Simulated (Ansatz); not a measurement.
**How far each method lies from UCCSDT(Q) for F–Ge–PH, doublet**

Geometry: that of the F–Ge–PH, quartet, kept fixed.

```xyz
4

F     0.0227    1.0801    1.4120
Ge    0.0114   -0.3995    0.4567
P    -0.0836    0.2677   -1.8673
H     1.3157    0.2082   -2.1496
```

Basis cc-pVDZ; Ansatz 0.2.0. Only valence electrons are correlated (noble-gas cores and the filled d shells of p-block atoms frozen), which leaves 17 electrons in 44 orbitals. R marks a restricted (for open shells ROHF) determinant, U an unrestricted one. No spin–orbit coupling is included, and no scalar relativity.

Full CI isn't at hand for all of this; UCCSDT(Q) serves as the reference, and is uncertain by the last step of the cluster series or more.

Unrestricted rows (U) aren't spin-pure: their determinants' ⟨S²⟩ exceeds S(S+1) by up to 0.11, so they mix in states of higher spin.

```
UHF ⟨S²⟩                            : 0.859
⟨S²⟩ of the determinant under UCCSD : 0.816
T1 diagnostic (RCCSD)               : 0.0222
largest doubles amplitude (RCCSD)   : 0.067
T1 diagnostic (UCCSD)               : 0.0327
```

From what is known of these methods and the diagnostics, rank them by the size of their error in total energy against UCCSDT(Q) in cc-pVDZ, smallest first (an estimate: the text doesn't fix the numbers).
A. UCCSD(T)
B. UCCSDT
C. UHF
D. UMP2
E. UCCSD

B (2.9 kJ/mol), A (6.4 kJ/mol), E (33.4 kJ/mol), D (122.7 kJ/mol), C (1059.1 kJ/mol).

All errors are against UCCSDT(Q) in cc-pVDZ. Within each family the higher level lies nearer, as is usual though not guaranteed.
